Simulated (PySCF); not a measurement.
Species: aminoacetonitrile, C₂H₄N₂.
SMILES with atom numbers: `[N:1]#[C:2][CH2:3][NH2:4]`

A calculation gives these core lines: C 1s: 292.47 (area 1), 293.41 (area 1) eV; N 1s: 405.34 (area 1), 406.03 (area 1) eV.

The calculation used delta-SCF UKS SCAN, pcX-2 on the ionised atom, pcseg-1 elsewhere, spin-free X2C (PySCF 2.14.0). Isolated species at its PBE0-D3(BJ)/def2-SVP geometry (one conformer only).

(1) Which carbon gives which C 1s line?

(2) Assign the N 1s lines to atoms.

Answers

(1) 292.47 eV: C2 (nitrile carbon); 293.41 eV: C3 (sp3 carbon bound to nitrogen). The listed C 1s values span 0.94 eV, from C2 (bonded to N (triple bond) and C) to C3 (bonded to N, C and 2 H). Summing the Pauling electronegativity differences to the bonded atoms, each weighted by its formal bond order, gives +1.47 for the lowest site and -0.21 for the highest; the largest sum, +1.47, belongs to C2, 0.94 eV below the top. The smallest sum, -0.21, belongs to C3, 0.94 eV above the lowest.

(2) 405.34 eV: N1 (nitrile nitrogen); 406.03 eV: N4 (primary amine nitrogen). The listed N 1s values span 0.69 eV, from N1 (bonded to C (triple bond)) to N4 (bonded to C and 2 H). Summing the Pauling electronegativity differences to the bonded atoms, each weighted by its formal bond order, gives -1.47 for the lowest site and -2.17 for the highest; the largest sum, -1.47, belongs to N1, 0.69 eV below the top. The smallest sum, -2.17, belongs to N4, 0.69 eV above the lowest.

Bonded neighbours of each site: N1: C (triple bond); C2: N (triple bond) and C; C3: N, C and 2 H; N4: C and 2 H.

What is the longest wavelength that can ionise N 1s of N1 vertically?

λ = hc/E = 12398.42 eV Å / 405.34 eV = 30.588 Å.

Shape of the structure used: `[N:1]#[C:2][CH2:3][NH2:4]`: H–N4–C3–C2 68°, H–N4–C3–C2 -174°.
